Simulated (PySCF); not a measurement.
All numbers come from PBE0 in PySCF with Li def2-TZVPD, Cl def2-TZVPD; no relativity; density-fitted integrals. Open shells, if any, are unrestricted.

Q: What shape and geometry does isolated singlet LiCl₂⁻ take (every ligand bound to Li)?

A: Counting electrons, lithium keeps none of its valence electrons outside its bonds, so the VSEPR class is AX2 and the expected shape is linear (D∞h), as computed. The lowest minimum found is a singlet of D∞h symmetry with Li–Cl 2.155 Å (×2); Cl–Li–Cl 180.0°. Its harmonic wavenumbers are 168 (πu), 207 (σg+), 641 (σu+) cm⁻¹ and its dipole moment is 0.00 D about the centre of mass.

This need not be the most stable arrangement of these atoms. The lowest empty level of this anion is unbound, so it and the gap depend on the basis.
